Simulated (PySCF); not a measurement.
**A thermochemical cycle for Cl2**

PBE0 in PySCF with def2-TZVPPD on every atom, for the lowest determinant that a PBE0 search found; no spin–orbit coupling. Cl2, a singlet (closed shell), has De = 2.59 eV to neutral atoms, and Cl₂⁺, a doublet (π ↑), has De = 4.23 eV to Cl⁺ + Cl.

The adiabatic ionisation energy of Cl2, between the minima, is 11.32 eV.

**Question.** Which ionisation energy of the Cl atom does this level give?

**Answer.** IE(Cl) = IE(molecule) + De(ion) − De(neutral) = 11.32 + 4.23 − 2.59 = 12.96 eV; the measured value is 12.968 eV (NIST ASD).

States were picked by a PBE0 search and need not be the measured ground states.
